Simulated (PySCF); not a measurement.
**1-methylcyclopentene: 4 charge schemes on one density**

1-methylcyclopentene, C₆H₁₀.
SMILES with atom numbers: `[CH3:1][C:2]1=[CH:3][CH2:4][CH2:5][CH2:6]1` (hydrogens: H7, H8, H9 on C1; H10 on C3; H11, H12 on C4; H13, H14 on C5; H15, H16 on C6)

Cartesian coordinates in Å at the GFN2-xTB level; atoms count from 1:
```xyz
16
C6H10 angstrom
C      2.1871    0.3309   -0.0707
C      0.7029    0.2052   -0.0787
C     -0.1920    1.1294   -0.3937
C     -1.5989    0.6165   -0.3129
C     -1.4453   -0.7225    0.4279
C      0.0359   -1.1004    0.2712
H      2.4905    1.3326   -0.3647
H      2.5800    0.1217    0.9245
H      2.6310   -0.3883   -0.7593
H      0.0222    2.1384   -0.7030
H     -2.0024    0.4720   -1.3198
H     -2.2619    1.3066    0.2111
H     -2.1110   -1.4897    0.0359
H     -1.6772   -0.5833    1.4845
H      0.4504   -1.5428    1.1785
H      0.1811   -1.8175   -0.5423
```

Density: PBE0/pcSseg-1 (PySCF); schemes: Mulliken, IAO, Hirshfeld and ESP-fitted. Isolated species at its GFN2-xTB geometry (one conformer only).

Question: For which atoms does the sign change between the 4 schemes (beyond +0.03 e in one, beyond −0.03 e in another)?

Answer: C2. Atomic charges aren't observables, and each scheme defines them in its own way.

Question: At which atom do the 4 schemes differ most?

Answer: At C1: from -0.791 (ESP-fitted) to -0.118 e (Hirshfeld), 0.673 e apart.

Question: What partial charge does each atom carry?

Answer: In e:

```csv
atom,environment,Mulliken,IAO,Hirshfeld,ESP-fitted
C1,allylic carbon,-0.127,-0.427,-0.118,-0.791
C2,fully substituted alkene carbon,-0.389,+0.011,+0.005,+0.273
C3,alkene CH carbon,-0.095,-0.183,-0.065,-0.324
C4,allylic carbon,-0.171,-0.266,-0.074,+0.014
C5,ring CH2 carbon,-0.229,-0.258,-0.067,-0.279
C6,allylic carbon,-0.130,-0.269,-0.073,+0.003
H7,methyl hydrogen,+0.111,+0.147,+0.045,+0.214
H8,methyl hydrogen,+0.121,+0.147,+0.044,+0.213
H9,methyl hydrogen,+0.119,+0.147,+0.044,+0.205
H10,vinylic hydrogen,+0.060,+0.141,+0.042,+0.141
H11,methylene hydrogen,+0.127,+0.134,+0.034,+0.045
H12,methylene hydrogen,+0.122,+0.137,+0.037,+0.044
H13,methylene hydrogen,+0.114,+0.135,+0.036,+0.082
H14,methylene hydrogen,+0.122,+0.135,+0.036,+0.092
H15,methylene hydrogen,+0.118,+0.134,+0.037,+0.029
H16,methylene hydrogen,+0.126,+0.134,+0.035,+0.039
```

Mean size of the charges over all atoms: IAO 0.175 e, ESP-fitted 0.174 e, Mulliken 0.143 e, Hirshfeld 0.050 e. Each set sums to the total charge, 0, to within 0.001 e. The IAO scheme counts the electrons in orthogonalised intrinsic atomic orbitals, a minimal basis polarised so that it spans the occupied orbitals exactly.

Question: How many electrons does the IAO scheme count on C3?

Answer: Z − q = 6 − (-0.183) = 6.183.

Question: Sum the charges by element.

Answer: 
```
element  atoms  Mulliken     IAO  Hirshfeld  ESP-fitted
      C      6    -1.140  -1.391     -0.392      -1.104
      H     10    +1.140  +1.391     +0.392      +1.104
```

Question: How closely do the schemes follow one another over all atoms?

Answer: Correlation coefficient and root-mean-square difference: IAO with Hirshfeld 1.00, 0.142 e; Hirshfeld with ESP-fitted 0.79, 0.216 e; IAO with ESP-fitted 0.77, 0.163 e; Mulliken with IAO 0.73, 0.136 e; Mulliken with Hirshfeld 0.72, 0.126 e; Mulliken with ESP-fitted 0.32, 0.256 e.
